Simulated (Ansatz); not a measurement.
# HO (charge +1): comparison of methods with full CI

The task here is to estimate one member of a computed series from the others.

Program: Ansatz 0.2.0 through its Python package. The levels of theory stand in the script. These are calculated values, not measurements.

### The system

Bond lengths: H1–O2 1.020 Å.

The script reads ho.xyz:

```xyz
2

H     0.00000    0.00000    0.00000
O     0.00000    0.00000    1.02000
```

Set-up of the first run:

Input file fci_ho.py:

```python
"""Approximate methods against full CI for HO(+) in a small basis."""

import ansatz as az

BASIS_SET = "6-31G"
NET_CHARGE = 1


def main() -> None:
    molecule = az.Crystal.molecule_from_extxyz("ho.xyz")

    calculation = (
        molecule.calculation()
        .basis(gaussian=BASIS_SET)  # the orbital basis, by name
        .charge(NET_CHARGE)  # electrons removed from the neutral system
        .spin("collinear", total=2)
    )
    exact = calculation.correlation("fci").run(threads=1).report
    print(f"full CI {exact['free_energy_ev'] / 27.211386246:.7f} Ha over {exact['configurations']['states'][0]['n_determinants']} determinants")
    print("natural occupations", [round(n, 4) for n in exact["configurations"]["natural_occupations"]])
    print(f"hf       misses {1000 * (exact['reference_energy_ev'] - exact['free_energy_ev']) / 27.211386246:9.3f} mHa")
    for method in ["mp2", "ccsd", "ccsd_t", "ccsdt_q"]:
        e = calculation.correlation(method).run(threads=1).report["free_energy_ev"]
        print(f"{method:8s} misses {1000 * (e - exact['free_energy_ev']) / 27.211386246:9.3f} mHa")


if __name__ == "__main__":
    main()
```

Run with:

```console
> python fci_ho.py
```

Steps of the session up to this table: Running it.

One table of the session follows, with a row left open; its other results are not shown here.

Correlation energies (total less mean field):

| method | correlation (eV) |
| --- | --- |
| mp2 | -1.500 |
| ccsd | -1.815 |
| ccsd_t | ? |
| ccsdt_q | -1.830 |

Estimate the missing values for ccsd_t.

As computed: correlation (eV): -1.827. In the column «correlation (eV)» it lies between ccsdt_q (-1.830) and ccsd (-1.815).

Caveats from the session: Against full CI in this basis, ccsdt_q comes nearest; 1.6 mHa is 1 kcal/mol. mp2 catches 82 % of the correlation energy of ccsdt_q. Full CI is exact only within this small basis and its frozen core, at an unrelaxed geometry.
